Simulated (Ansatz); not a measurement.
We consider antifluorite Mg2Sn, described by LDA (Ansatz, a first-principles code, PAW).

Numerical settings: plane-wave cutoff 520 eV, 20×20×20 k mesh, Fermi–Dirac smearing 0.05 eV, perturbation theory, scalar-relativistic PAW data made under PBE.

Computed at the level's own relaxed cell.

Mg2Sn is taken in the cubic space group Fm-3m (No. 225), Pearson symbol cF12. Cell: a = 6.6627 Å, b = 6.6627 Å, c = 6.6627 Å, α = 90.00°, β = 90.00°, γ = 90.00°. Mg on 8c sees 4 Sn at 2.885 Å and 6 Mg at 3.331 Å. Sn on 4a is surrounded by 8 Mg at 2.885 Å (cubic). (Neighbours: up to the widest gap in distance over summed covalent radii, below 1.35, at either atom.)
(The calculation used a cell of 3 atoms; values per cell refer to that cell.)

Harmonic phonon frequencies (cm⁻¹; i marks an imaginary mode; at Γ without the LO shift):

```tsv
q point	frequencies
Γ	0 0 0 196 196 196 222 222 222
X	69 69 126 159 159 159 232 232 292
L	51 51 117 200 200 202 211 211 258
```

No imaginary mode appears at these points.

Note: the solid has no gap at this level, which affects its response.
